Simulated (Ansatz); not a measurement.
Compare A (`C=CN=O`) with its isomer B (`N=C=CO`).

Gas-phase electronic energies from Ansatz, PBE0-D4/def2-TZVP geometries. CCSD(T)/CBS adds triple-zeta CCSD(T) − MP2 to the extrapolated MP2 energy (def2 sets, frozen cores). DFT in def2-TZVPP. B3LYP here is the variant with VWN-RPA as its local correlation; programs differ in this. Each species was taken in one conformer, which may not be the lowest.

Task: Which isomer does CCSD(T)/CBS put lower? Give the gap. (An estimate is asked.)

Result: The calculation gave: B, by 103.0 kJ/mol.

Task: Give E(B) − E(A) in kJ/mol with CCSD(T)/def2-SVP, LDA (SPW92), HF/def2-TZVPP, r2SCAN-D4, B3LYP-D4, BLYP-D4, ωB97M-V. (Best estimate.)

Result: Ansatz gave: CCSD(T)/def2-SVP -83.7, LDA (SPW92) -123.4, HF/def2-TZVPP -106.0, r2SCAN-D4 -110.9, B3LYP-D4 -107.0, BLYP-D4 -100.2, ωB97M-V -108.8. None reverses the order clearly.

Task: Does the order hold for the free energy at 298.15 K (harmonic terms from PBE0-D4)? (An estimate is asked.)

Result: The calculation gave: Yes: G(B) − G(A) = -102.6 kJ/mol, for one conformer each.

Largest T1 diagnostic: 0.015.

Leaving LDA and LC-ωPBE aside and taking each functional with its dispersion term where it has one, the values, not all of them listed here, spread over 19.1 kJ/mol, from r2SCAN0-D4 to revPBE-D4. LDA lies −18.8 kJ/mol from PBE without D4. From BLYP to BHLYP (50 % exact exchange), in def2-TZVPP and without D4, E(B) − E(A) moves by −10.6 kJ/mol.
